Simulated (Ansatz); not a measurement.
Results of PBEsol (Ansatz, a first-principles code, plane waves, PAW) for solid iodine.

Settings: plane-wave cutoff 520 eV, 8×8×4 k mesh (along the axes of the cell as run), Fermi–Dirac smearing 0.01 eV, scalar-relativistic PAW data made under PBE.

Properties against volume:

Shape and atoms are relaxed at each volume.

| V (Å³/atom) | P (GPa) | direct gap at Γ (eV) | smallest gap on the k mesh (eV) | c (Å) |
|---|---|---|---|---|
| 38.082 | 0.44 | 1.108 | 0.748 | 9.596 |
| 38.875 | 0.20 | 1.086 | 0.764 | 9.624 |
| 39.668 | 0.00 | 1.076 | 0.786 | 9.640 |
| 40.462 | -0.15 | 1.061 | 0.801 | 9.663 |
| 41.255 | -0.27 | 1.056 | 0.819 | 9.674 |

The fundamental gap (0.78 eV at the equilibrium volume, with added k points) lies elsewhere than Γ–Γ.

Note: the cell comes from a level without a dispersion term, which matters for the spacing of layers, chains or molecules; the bulk modulus comes from volumes at which shape and atoms were relaxed.

Spin–orbit coupling is not included; with these elements it can move the gap by several tenths of an eV or more.
